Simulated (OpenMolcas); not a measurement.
# SVWN5/STO-3G run of BH3F− (SMILES [H][B-]([H])([H])F)

We compute the energy of BH3F−. 

The calculation is run with OpenMolcas 26.06.

1 further run of the same task is left out (for a known fault of the program).

### 1 The molecule

BH3F−: 5 atoms, total charge -1, spin state singlet. SMILES: `[H][B-]([H])([H])F`. The B1–H3 distance was set to 2.146 Å, away from the relaxed value. At this shape a bond of the SMILES string is far longer than usual.

Bond lengths: B1–F2 1.447 Å, B1–H4 1.228 Å, B1–H5 1.226 Å. Angles: F2–B1–H4 108.4°, F2–B1–H5 108.4°, H4–B1–H5 110.5°.

### 2 A single-point energy at SVWN5/STO-3G

mol.input reads:

```
* BFH3 Kohn-Sham DFT
&GATEWAY
BasLib = $CurrDir
Coord
5
angstrom
B       -0.870701      -0.008160       0.240737
F       -0.857851      -0.029460       1.687097
H        1.160070       0.011720      -0.454270
H       -1.460901       1.004130      -0.126273
H       -1.452021      -1.012310      -0.155833
Basis = STO-3G
Group = NoSym
&SEWARD
GridInput
Grid=UltraFine
End of Grid
&SCF
Charge = -1
KSDFT = SVWN5
Thresholds = 1e-10 1e-07 1e-07 1e-05
PrOrbitals = 1 1
```

The basis set STO-3G is read from a file made from the Basis Set Exchange's data (not shown).

On the command line:

```bash
$ export MOLCAS_MEM=1860
$ pymolcas mol.input > mol.log
```

Q: Predict the results. Wanted: total energy; HOMO energy; LUMO energy; HOMO–LUMO gap.

Computed results:

At SVWN5/STO-3G:

| quantity | value |
| --- | --- |
| total energy | -123.53788 Eh |
| HOMO energy | 6.23 eV |
| LUMO energy | 11.23 eV |
| HOMO–LUMO gap (to an unbound level, set by the basis) | 5.00 eV |

What this shows: Mulliken charges run from -0.37 on H3 to -0.13 on B1. The HOMO lies at positive energy, 6.23 eV, as semi-local functionals often give for anions; only total energies tell whether the electron is bound.
